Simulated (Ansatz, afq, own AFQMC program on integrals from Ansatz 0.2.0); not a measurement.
AFQMC on a folder of integrals that Ansatz 0.2.0 wrote.

```yaml
crystal:
  periodic: [false, false, false]
  atoms:
    - {symbol: Ge, position_ang: [0.000000, -0.044572, 0.290198]}
    - {symbol: C, position_ang: [0.000000, 0.182313, -1.601029]}
    - {symbol: H, position_ang: [0.000000, 1.508639, 0.640309]}
    - {symbol: H, position_ang: [0.000000, -0.468907, -2.476239]}
basis:
  gaussian: {orbitals: cc-pVDZ}
magnetization: {spin_polarized: false, initial_magnetization: 2}
correlation: {method: ccsd_t, electrons: outside_noble_gas, hamiltonian_folder: ham}
```

```sh
$ ansatz run in.yaml --threads 1 --pin off --events-out ev --progress --plain --max-ram 1843MiB
```

afq runs on the folder ham with

```
--method phaseless --trial cisd --walkers 60 --populations 1 --least-time 40 --time-step 0.005 --steps-per-block 50 --equilibration-blocks 28 --max-blocks 300 --target-error 0.00038 --factor-cut 1e-05 --start spin_pure --seed 9559 --release-times 0.24,0.5,1,1.5 --release-step 0.02 --release-every 4 --taylor-order 6
```

Times are imaginary, in 1/Eh. The walk had a cap of 1086 s. Filled inner d shells are frozen with the cores.

afq prints:

```
orbitals 36  electrons 6 4  factors 288 of 548
reference energy -2114.23486178 Eh
CCSD correlation -0.20665008 Eh in 13 cycles, weight of the determinant in the CISD state 0.8562
energy of the start -2114.441510 Eh
 block  time / (1/Eh)  mean weight  energy / Eh
     1     0.250  0.9994  -2114.438862
     2     0.500  1.0030  -2114.439488
     3     0.750  1.0014  -2114.441294
     4     1.000  1.0010  -2114.443157
     5     1.250  1.0006  -2114.446054
     8     2.000  1.0002  -2114.451093
    17     4.250  1.0003  -2114.449633
    41    10.250  1.0005  -2114.458877
    65    16.250  1.0014  -2114.442119
    89    22.250  1.0011  -2114.453358
   113    28.250  1.0001  -2114.448817
   137    34.250  0.9980  -2114.445431
   145    36.250  1.0034  -2114.440642
   161    40.250  1.0005  -2114.448899
   185    46.250  0.9985  -2114.448510
   209    52.250  0.9975  -2114.446121
   233    58.250  0.9998  -2114.450844
   257    64.250  0.9992  -2114.448608
   281    70.250  1.0004  -2114.442877
   297    74.250  1.0009  -2114.460205
   305    76.250  1.0012  -2114.453769
   321    80.250  0.9988  -2114.455878
blocks merged  error / Eh  count
     1  0.000272  300
     2  0.000339  150
     4  0.000413  75
     8  0.000495  37
    16  0.000591  18
    32  0.000637  9
released: time / (1/Eh)  energy / Eh  error  mean overlap
  0.24  -2114.449694  0.000524  0.9941
  0.50  -2114.448960  0.000385  1.0000
  1.00  -2114.449088  0.000409  0.9995
  1.50  -2114.449652  0.000446  0.9987
energy -2114.449313 +/- 0.000591 Eh
(rows thinned)
```

The run passed its tests (sampling time, drift between the halves within three errors, error under three times the target), which doesn't prove that it has relaxed. The second half of the sampling lies below the first by 2.0 errors of their difference, so the energy may still be moving and its error bar be too small.

Against this walk (error 16.1 meV) on the same determinant: CCSD(T) 46.6 meV higher, CCSDT(Q) 6.5 meV lower (within the noise). The error is statistical and leaves out the bias of the constraint. Released to 1.50 1/Eh the energy moves by -9 ± 20 meV (both errors), within twice the noise.

Cautions: constraint bias not in the error; error above the target (16.1 against 10.3 meV); no relativity below Rb; no spin-orbit coupling; inner d shell frozen; lower spins were not checked.

The walk took 7.3 min on 1 thread of Arm Neoverse V2 (shared host). The log's last line is the phaseless energy.

CCSDT and higher add their correlation energy to the determinant of the CCSD(T) run, since their own runs factorise the integrals more tightly (a shift of under 2 meV). A walk keeps the symmetry of its determinant, which the program's search chose and which needn't be the lowest solution, so a lower state of the same spin and another symmetry isn't excluded.
